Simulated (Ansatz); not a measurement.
in.yaml

```yaml
crystal:
  periodic: [false, false, false]
  atoms:
    - {symbol: F, position_ang: [0.000000, 0.000000, 0.000000]}
    - {symbol: S, position_ang: [0.000000, 0.000000, 1.504000]}
basis:
  gaussian: {orbitals: def2-SVP}
total_charge: 1
magnetization: {spin_polarized: true, initial_magnetization: 4}
correlation: {method: bccd, electrons: outside_noble_gas}
scf: {lower_state_search: off}
output: {forces: true}
```

```sh
$ ansatz run in.yaml --threads 1 --pin off --events-out ev --progress --plain --max-ram 2393MiB
```

Question: Roughly how long does this take on 1 thread of Intel Xeon, shared host, and how much host memory?

Answer: 3.4 s wall and 0.11 GiB.

```
these checks for a lower state are left out or cut short: starts, cluster_reference, orbital_swaps, neighbouring_geometries, increment
286 factors; integrals over basis functions are off by at most 1.4e-3 eV
mean field evaluation 1: about -13494.0879 eV, gradient 3.1e1 eV
mean field evaluation 2: about -13494.2041 eV, gradient 3.1e1 eV
mean field evaluation 4: about -13497.8316 eV, gradient 2.9e0 eV
mean field evaluation 8: about -13497.9538 eV, gradient 1.3e-1 eV
mean field -13497.95433611 eV, -496.0406726100 hartree, gradient 5.8e-6 eV, S^2 6.012920; 0 other end points of the search recorded, 0 dependent functions left out
6 core orbitals not correlated: weight in the atoms' cores, before any rotation towards them, 1.000 or more for the frozen orbitals, at most 0.000 for the correlated occupied ones
reference -13497.95433611 eV, -496.0406726100 hartree; 8, 4 occupied and 18, 22 virtual orbitals, 286 factors
second order -6.63076041 eV of doubles, -0.00000000 eV of singles
cycle   1  -6.85569832 eV  change   -2.2e-1 eV  update   7.4e-2
cycle   2  -7.06124562 eV  change   -2.1e-1 eV  update   2.5e-2
cycle   3  -7.11443332 eV  change   -5.3e-2 eV  update   2.0e-2
cycle   4  -7.10241525 eV  change    1.2e-2 eV  update   7.0e-3
cycle   5  -7.09721736 eV  change    5.2e-3 eV  update   2.6e-3
cycle   6  -7.09687968 eV  change    3.4e-4 eV  update   1.1e-3
cycle   7  -7.09661895 eV  change    2.6e-4 eV  update   4.2e-4
cycle   8  -7.09643413 eV  change    1.8e-4 eV  update   2.2e-4
cycle   9  -7.09635779 eV  change    7.6e-5 eV  update   9.5e-5
cycle  10  -7.09627400 eV  change    8.4e-5 eV  update   3.5e-5
cycle  11  -7.09628872 eV  change   -1.5e-5 eV  update   7.7e-6
cycle  12  -7.09628366 eV  change    5.1e-6 eV  update   2.4e-6
cycle  13  -7.09628480 eV  change   -1.1e-6 eV  update   8.8e-7
cycle  14  -7.09628479 eV  change    1.8e-8 eV  update   2.5e-7
the calculation of the forces begins
mean field evaluation 16: about -13497.8387 eV, gradient 6.4e-1 eV
Total energy: -13505.05062090 eV, -496.3014562659 hartree
Atom 0 at     0.000000     0.000000     0.000000 Å, force     0.000000    -0.000000   -15.502542 eV/Å
Atom 1 at     0.000000     0.000000     1.504000 Å, force     0.000000     0.000000    15.502542 eV/Å
Dipole moment:     0.000000    -0.000000     0.414371 e Å
Checks for a lower state left out: starts, cluster_reference, orbital_swaps, neighbouring_geometries, increment
```

Forces (eV/Å):
```
F     0.000   0.000 -15.503
S     0.000   0.000  15.503
```
